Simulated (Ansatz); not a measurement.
HfO2, treated with PBE (plane waves, PAW; Ansatz, a program for electronic structure).

Run with plane-wave cutoff 520 eV, 8×8×8 k mesh, Fermi–Dirac smearing 0.01 eV, scalar-relativistic PAW data made under PBE.

Starting structure:

```
HfO2
1.0
    5.11800     0.00000     0.00000
    0.00000     5.18570     0.00000
   -0.85866     0.00000     5.21387
Hf O
4 8
Cartesian
  3.02793   4.97983   4.12938
  0.80208   2.38698   3.69142
  1.23141   0.20587   1.08448
  3.45726   2.79872   1.52245
  2.37513   1.25442   2.71069
  1.45487   3.84727   5.11011
  1.88420   3.93128   2.50318
  2.80447   1.33843   0.10376
  4.17728   3.46612   3.40622
 -0.34727   0.87327   4.41458
  0.08206   1.71958   1.80765
  4.60661   4.31243   0.79929
```

Task: Into what structure does the relaxation of cell and atoms lead at this level, with the symmetry of the start kept?

Result: The volume increases by 2.6 %; final space group P2_1/c.
```
HfO2
1.0
    5.16147     0.00000    -0.01596
    0.00000     5.21153     0.00000
   -0.88221     0.00000     5.27885
Hf O
4 8
Direct
  0.72425   0.95711   0.79165
  0.27575   0.45711   0.70835
  0.27575   0.04289   0.20835
  0.72425   0.54289   0.29165
  0.55080   0.24281   0.52333
  0.44920   0.74281   0.97667
  0.44920   0.75719   0.47667
  0.55080   0.25719   0.02333
  0.93291   0.67146   0.65147
  0.06709   0.17146   0.84853
  0.06709   0.32854   0.34853
  0.93291   0.82854   0.15147
```

Note: the relaxation could not lower the start's symmetry, so the cell can be a saddle point above a distorted one.
